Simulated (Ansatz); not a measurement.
Ansatz (an electronic-structure program) input:

Ansatz 0.2 input:
```yaml
crystal:
  periodic: [false, false, false]
  atoms:
    - {symbol: N, position_ang: [0.00159167, 0.00124015, 1.33862038]}
    - {symbol: C, position_ang: [-0.00164628, -0.00128270, -1.38454824]}
    - {symbol: C, position_ang: [0.00454094, 1.14182373, 0.65581616]}
    - {symbol: C, position_ang: [-0.00297884, -1.14060661, 0.65793964]}
    - {symbol: C, position_ang: [-0.00486242, -1.20833868, -0.74203708]}
    - {symbol: C, position_ang: [0.00309513, 1.20696169, -0.74428417]}
    - {symbol: H, position_ang: [0.00825189, 2.05866771, 1.23698913]}
    - {symbol: H, position_ang: [-0.00530568, -2.05637217, 1.24081758]}
    - {symbol: H, position_ang: [-0.00861285, -2.16324948, -1.25072209]}
    - {symbol: H, position_ang: [0.00563376, 2.16092832, -1.25474511]}
basis:
  gaussian:
    orbitals: cc-pVDZ
magnetization: {spin_polarized: true, initial_magnetization: 1}
correlation: {method: ccsd_t, electrons: outside_noble_gas}
```

Task: What final total energy does it print?

Result: -246.90844 Eh (CCSD(T)/cc-pVDZ). The basis has 104 functions.

It need not be the lowest isomer of its formula.

The determinant is spin-contaminated: <S^2> is 1.32 against 0.75 for a pure state.
